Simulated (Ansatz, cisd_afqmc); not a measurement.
Species: CH₃, charge 0, doublet. CH3 (SMILES [CH3], doublet).
NHTBH set geometry:
```xyz
4

C      0.0000     0.0000     0.0000
H      1.0773     0.0000     0.0000
H     -0.5387     0.9330     0.0000
H     -0.5387    -0.9330     0.0000
```
Charge 0, spin multiplicity 2.

Total energies in aug-cc-pVTZ, 7 correlated electrons, 1 frozen orbitals. Open shells are spin-unrestricted; no spin-orbit coupling. Correlated methods leave the cores frozen. No relativity. AFQMC is phaseless with a CISD trial state; ± is one standard error, without the phaseless bias. Outlying blocks are dropped, and bars are widened where a walk drifts. Over all cases where full CI ran beside it in this data, AFQMC minus full CI had a median of +0.1 mEh and passed +0.4 mEh in a tenth of the cases.

```
method         program        energy (Eh)  minus CCSDT(Q) (mEh)
----------  ----------  -----------------  --------------------
HF              Ansatz          -39.57801                186.25
MP2             Ansatz          -39.73831                 25.95
CCSD            Ansatz          -39.75868                  5.58
CCSD(T)         Ansatz          -39.76365                  0.61
CCSDT(Q)        Ansatz          -39.76426                  0.00
AFQMC/CISD  cisd_afqmc  -39.7641 ± 0.0001             0.1 ± 0.1
```

Rough core times of Ansatz's runs on a shared machine: CCSD(T) under 20 s, CCSDT(Q) 10 min.

Ansatz is a first-principles code.
